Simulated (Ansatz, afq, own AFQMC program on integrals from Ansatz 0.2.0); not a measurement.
# GeH2O⁺, doublet: AFQMC among the cluster methods

```xyz
4

Ge    0.0000    0.0000    0.2692
O     0.0000    0.0000   -1.3631
H     0.0000    1.2866    1.1183
H     0.0000   -1.2866    1.1183
```

Connectivity, by distances: GeH2–O.

Basis cc-pVTZ. Noble-gas cores (and the filled d shells of Ga–Kr and In–Xe) are frozen. Integrals, coupled cluster, full CI and functionals: Ansatz 0.2.0; the random walks run on the same integrals in our own AFQMC program. The CISD trial takes its coefficients from CCSD amplitudes. Released means that phaseless walkers are propagated on without the constraint, phases kept. Free AFQMC starts from the CCSD state and is never constrained. Its projection time is finite, and what remains of the start isn't in its error. Error bars are statistical, one sigma. No spin–orbit coupling.

Determinant: ROHF, the one that the program's search chose, which needn't be the lowest solution. The geometry is a PBE0/def2-TZVP stationary point of this or a neighbouring charge and spin state.

No full CI on the walks' own integrals is used here. The released AFQMC energy serves as the reference, which it does only where one determinant dominates, the energy is flat over the last release times and near the phaseless one (40 meV or 2 meV an electron, half that with transition metals). On small molecules, where full CI could be run and the noise was under 10 meV, such values lay within 10 meV of it in 19 cases of 20, a flattering rate, since the rule was set on those same cases; what remains of the bias isn't in the error bar.

Cautions: no relativity below Rb; no spin-orbit coupling; inner d shell frozen; the released value is read at 1.62 1/Eh, later times being too noisy (meV from the phaseless value at times in 1/Eh: -17 ± 6 at 0.24, -9 ± 4 at 0.51, -26 ± 13 at 0.99, -9 ± 8 at 1.62, -15 ± 16 at 2.40).

```
T1 diagnostic                               : 0.0326
weight of the determinant in the CISD state : 0.877
size of the correlated space                : 11 electrons in 86 orbitals
```

Reference: AFQMC with the constraint released, correlation energy -8.810 ± 0.008 eV.

```
        level  E − E(reference) (kJ/mol)  share of correlation (%)
           HF                850.1 ± 0.7                      0.00
          MP2                105.0 ± 0.7                     87.65
         CCSD                 31.8 ± 0.7                     96.26
      CCSD(T)                  4.5 ± 0.7                     99.48
  ph-AFQMC/HF                 -2.5 ± 2.7                    100.30
ph-AFQMC/CISD                  0.9 ± 0.8                     99.89
   free AFQMC                  1.0 ± 1.2                     99.88
```

Free projections are given only where their last times agree within the noise and don't stop above the reference; a slow remainder of the start can still hide under it. A walk keeps the symmetry of its determinant, which the program's search chose and which needn't be the lowest solution, so a lower state of the same spin and another symmetry isn't excluded. Released energies are given only where the last usable release times agree within the noise; a slower fall can still hide under it.
